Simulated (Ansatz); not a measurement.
C2H9N3 (`CNC(N)N`), relaxed with RKS PBE-D4/def2-SVP in Ansatz from a rough embedded geometry. The force threshold is 0.03 eV/Å; the program also tests the step.

Charge 0, multiplicity 1.

Start:

```xyz
14

C    -1.106    1.131    0.760
N     0.180    0.712    0.336
C     0.251   -0.684    0.021
N     1.628   -0.947    0.008
N    -0.003   -0.759   -1.397
H    -1.919    0.959    0.011
H    -1.450    0.534    1.656
H    -1.157    2.156    1.029
H     0.800    0.863    1.114
H    -0.353   -1.318    0.614
H     1.737   -1.829   -0.394
H     2.092   -0.268   -0.528
H     0.338    0.081   -1.743
H    -1.037   -0.632   -1.487
```

```json
{"step": "1", "energy (eV)": "-6676.1568", "largest force (eV/Å)": "5.322", "largest move (Å)": "0.000"}
{"step": "2", "energy (eV)": "-6677.2693", "largest force (eV/Å)": "1.060", "largest move (Å)": "0.195"}
{"step": "3", "energy (eV)": "-6677.3552", "largest force (eV/Å)": "0.392", "largest move (Å)": "0.082"}
{"step": "4", "energy (eV)": "-6677.3667", "largest force (eV/Å)": "0.390", "largest move (Å)": "0.193"}
{"step": "5", "energy (eV)": "-6677.3795", "largest force (eV/Å)": "0.134", "largest move (Å)": "0.062"}
{"step": "6", "energy (eV)": "-6677.3810", "largest force (eV/Å)": "0.028", "largest move (Å)": "0.014"}
```

End:

```xyz
14

C    -1.139    1.166    0.752
N     0.218    0.731    0.488
C     0.347   -0.625   -0.040
N     1.759   -0.951    0.051
N    -0.200   -0.762   -1.387
H    -1.720    1.192   -0.195
H    -1.712    0.516    1.468
H    -1.138    2.197    1.158
H     0.793    0.790    1.336
H    -0.208   -1.379    0.584
H     1.907   -1.869   -0.387
H     2.276   -0.273   -0.529
H     0.044    0.081   -1.929
H    -1.227   -0.813   -1.371
```

Run time 4.3 s (4 threads of an Intel Xeon 6975P-C on a shared host); peak host memory 0.18 GiB.
